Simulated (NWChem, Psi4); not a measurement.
## Psi4 → NWChem

This Psi4 1.11 job computes Si2H6O (disiloxane):

job.json:
```json
{
 "schema_name": "qcschema_input",
 "schema_version": 1,
 "molecule": {
  "schema_name": "qcschema_molecule",
  "schema_version": 2,
  "symbols": ["Si", "O", "Si", "H", "H", "H", "H", "H", "H"],
  "geometry": [-1.34225357, 1.9892391, -1.73764097, 0.80417295, 0.17194618, -0.463701, 1.46561489, -1.9630664, 1.66626601, -3.37745081, 0.42817415, -2.88307956, -0.11459299, 3.53836099, -3.72317621, -2.46830357, 3.67128433, 0.21038321, 4.20326113, -2.53814785, 1.5117998, -0.01759335, -4.30026077, 1.18822199, 0.84714532, -0.99752973, 4.23092672],
  "molecular_charge": 0,
  "molecular_multiplicity": 1,
  "fix_symmetry": "c1",
  "fix_com": true,
  "fix_orientation": true
 },
 "driver": "energy",
 "model": {
  "method": "b3lyp",
  "basis": "6-31G*"
 },
 "keywords": {
  "reference": "rks",
  "puream": false,
  "e_convergence": 1e-09,
  "d_convergence": 1e-08,
  "scf_type": "pk",
  "dft_radial_points": 99,
  "dft_spherical_points": 590,
  "scf_properties": ["WIBERG_LOWDIN_INDICES", "MAYER_INDICES", "DIPOLE"]
 }
}
```

```bash
$ psi4 --qcschema job.json -n 1 --memory 2200MB
```

The coordinates come from a PBE0-D4/def2-TZVP relaxation.

It gives a total energy of -657.880789 Eh.

Write the same calculation for NWChem 7.3.0 as an input file of the program's own, asking for the gradient.

This input was run:

h6osi2.nw:
```
start h6osi2
title "H6OSi2"
memory total 2200 mb
geometry noautosym nocenter noautoz
  Si    -0.710290     1.052660    -0.919520
  O      0.425550     0.090990    -0.245380
  Si     0.775570    -1.038810     0.881750
  H     -1.787270     0.226580    -1.525660
  H     -0.060640     1.872420    -1.970220
  H     -1.306170     1.942760     0.111330
  H      2.224270    -1.343130     0.800010
  H     -0.009310    -2.275600     0.628780
  H      0.448290    -0.527870     2.238910
end
basis cartesian
  Si library 6-31G*
  O library 6-31G*
  H library 6-31G*
end
dft
  xc b3lyp
  grid xfine
  convergence energy 1e-08
  maxiter 100
  mulliken
end
task dft gradient
```

```bash
$ nwchem h6osi2.nw > h6osi2.out
```

Its energy is -657.880789 Eh, the same as the first but for the last digit, at most.
